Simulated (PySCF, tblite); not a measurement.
# C5H13P: geometry, infrared bands and NMR shifts

What infrared bands and NMR shifts should C5H13P (`CCCPCC`) show?

The runs use tblite 0.8.0 and PySCF 2.14.0, with density-fitted response routines of our own; the level of theory stands in each step. All values are computed, except where a source is named. Atoms are numbered from 0 throughout.

## 1. Starting geometry

19 atoms, charge 0, multiplicity 1; geometry from: force field or distance geometry start.

Bonds of the start (Å): C0–C1 1.51, C1–C2 1.54, C2–P3 1.83, P3–C4 1.83, C4–C5 1.50, C0–H6 1.10, C0–H7 1.14, C0–H8 1.11, C1–H9 1.10, C1–H10 1.12, C2–H11 1.11, C2–H12 1.11, P3–H13 1.43, C4–H14 1.12, C4–H15 1.12, C5–H16 1.10, C5–H17 1.13, C5–H18 1.09.

## 2. Relaxing the molecule with GFN2-xTB

What the job is given:

```
{"job": {"kind": "relax", "xc": "GFN2-xTB", "basis": "xTB"}, "charge": 0, "multiplicity": 1}
C     -3.280100    -0.006000     0.106900
C     -2.014300    -0.822400     0.038800
C     -0.865100     0.155500     0.348500
P      0.774400    -0.645600     0.311100
C      2.149900     0.508600     0.665100
C      3.396000     0.277300    -0.144300
H     -4.201300    -0.592100    -0.045000
H     -3.280700     0.511700     1.119900
H     -3.205600     0.841900    -0.606400
H     -2.037500    -1.681000     0.732900
H     -1.882200    -1.227600    -0.998800
H     -1.045500     0.514300     1.384400
H     -0.997600     0.964100    -0.399000
H      0.987400    -1.573800    -0.755800
H      2.420100     0.389400     1.748100
H      1.853500     1.579000     0.550600
H      3.284600     0.695600    -1.151600
H      4.220000     0.885200     0.328500
H      3.714300    -0.764800    -0.211200
```

The run is started by

```
$ OMP_NUM_THREADS=1 python probes_run.py task.json out
```

This one command runs all jobs of the session in turn.

**Question.** This job is followed by: GFN2-xTB harmonic vibrations, gas phase; GIAO PBE0/pcSseg-1 NMR shielding, non-relativistic, gas phase. Predict these results of the whole session: strongest single infrared mode (GFN2-xTB); zero-point energy (GFN2-xTB); 13C shifts against TMS (PBE0/pcSseg-1); 1H shifts against TMS (PBE0/pcSseg-1, means over atoms taken as alike); 31P shifts against H3PO4 (PBE0/pcSseg-1); surface potential, 1st and 99th percentile.

**Answer**, as computed:

```
                                                              quantity                                   value
                             strongest single infrared mode (GFN2-xTB)                   2229 cm⁻¹, 206 km/mol
                                          zero-point energy (GFN2-xTB)                          104.8 kcal/mol
                                13C shifts against TMS (PBE0/pcSseg-1)        32.2, 26.1, 23.0, 19.2, 14.5 ppm
1H shifts against TMS (PBE0/pcSseg-1, means over atoms taken as alike)  2.90, 1.68, 1.55, 1.43, 1.24, 1.13 ppm
                              31P shifts against H3PO4 (PBE0/pcSseg-1)                               -84.6 ppm
                                 surface potential, 1st and 99th percentile                      -1.18 V and 0.62 V
```

In words: Relaxing lowered the energy by 1.538 eV in 113 steps; the close pair that moved most is C0–H7, from 1.138 to 1.088 Å. No mode is imaginary among the 51: a minimum at this level. The strongest single mode, at 2229 cm⁻¹, moves mainly H13. GFN2-xTB is a fitted tight-binding method: band positions and strengths are rough. Its intensities can rank the bands wrongly. At PBE0/pcSseg-1: The largest span, 91 ppm, is at P3, where the paramagnetic term is -566 ppm.
